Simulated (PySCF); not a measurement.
F3N, charge +1, multiplicity 2. Atoms are numbered in the order given.

```xyz
4

F      1.0880     0.6281    -0.0706
N      0.0000     0.0000     0.2724
F     -1.0880     0.6281    -0.0706
F      0.0000    -1.2563    -0.0706
```
Charge +1, spin multiplicity 2.

Coordinates come from a PBE-D3(BJ)/def2-TZVP optimisation. The spin state was assumed, not searched.

Level of theory: SMD-PBE0/6-31G* run with PySCF.

Solvation free energies are E(SMD) − E(gas) at the gas-phase geometry, for 1 M in both phases.

```json
[
 {"solvent": "water", "ΔG(solv) (kcal/mol)": "(withheld)", "its non-electrostatic (CDS) part": "(withheld)"},
 {"solvent": "dichloromethane", "ΔG(solv) (kcal/mol)": "-62.9", "its non-electrostatic (CDS) part": "1.3"},
 {"solvent": "cyclohexanone", "ΔG(solv) (kcal/mol)": "-65.8", "its non-electrostatic (CDS) part": "1.9"}
]
```

Question: Complete the blanks. (An estimate is asked for; the answer gives what the named calculation found.)

Answer: 
- water, ΔG(solv) (kcal/mol): -68.6
- water, its non-electrostatic (CDS) part: 3.0
